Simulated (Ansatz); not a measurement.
```yaml
crystal:
  periodic: [false, false, false]
  atoms:
    - {symbol: Ge, position_ang: [-0.947129, -0.191525, -0.001842]}
    - {symbol: S, position_ang: [1.091014, 0.521781, 0.004583]}
    - {symbol: N, position_ang: [2.414280, -0.201226, -0.000938]}
basis:
  gaussian: {orbitals: def2-TZVP}
magnetization: {spin_polarized: true, initial_magnetization: 1}
hamiltonian: {xc: pbe0}
relax: {f_tol: 0.004, max_steps: 80}
```

```sh
$ ansatz run in.yaml --threads 1 --pin off --events-out ev --progress --plain --max-ram 2176MiB
```

Steps of the relaxation (energy above the last step; positions in Å, forces in eV/Å):

```
3
step 1, 1996.9 meV
Ge   -0.947   -0.192   -0.002   -1.034   -0.365   -0.003
S     1.091    0.522    0.005   -0.597    1.260    0.010
N     2.414   -0.201   -0.001    1.631   -0.895   -0.007
```

```
3
step 2, 1928.8 meV
Ge   -0.988   -0.199   -0.002   -0.335   -0.203   -0.002
S     1.106    0.532    0.005   -0.597    0.852    0.007
N     2.440   -0.204   -0.001    0.932   -0.649   -0.005
```

```
3
step 3, 1878.6 meV
Ge   -1.001   -0.225   -0.002    0.216   -0.077   -0.001
S     1.123    0.593    0.005   -0.285    0.379    0.003
N     2.436   -0.239   -0.001    0.069   -0.303   -0.002
```

```
3
step 12, 301.1 meV
Ge   -0.201   -0.512   -0.004   -4.266   -0.063   -0.002
S     1.259    1.176    0.010    0.198   -0.540   -0.004
N     1.500   -0.536   -0.004    4.068    0.603    0.006
```

```
3
step 14, 0.1 meV
Ge   -0.273   -0.484   -0.004   -0.048   -0.020    0.000
S     1.241    1.135    0.010    0.013    0.050    0.000
N     1.590   -0.522   -0.004    0.036   -0.031    0.000
```

```
3
step 16, 0.0 meV
Ge   -0.274   -0.485   -0.004    0.000    0.000    0.000
S     1.242    1.136    0.010    0.000    0.000    0.000
N     1.590   -0.522   -0.004    0.000    0.000    0.000
```

Close pairs at the end: S2–N3 1.695 Å, Ge1–N3 1.864 Å, Ge1–S2 2.218 Å.

A stationary point of unrestricted PBE0 after 16 steps, with ⟨S²⟩ = 0.770 against 0.75 for a pure state; no frequencies were run, so it isn't proven a minimum. 2.1 min on 1 thread of Intel Xeon 6975P-C, shared host.
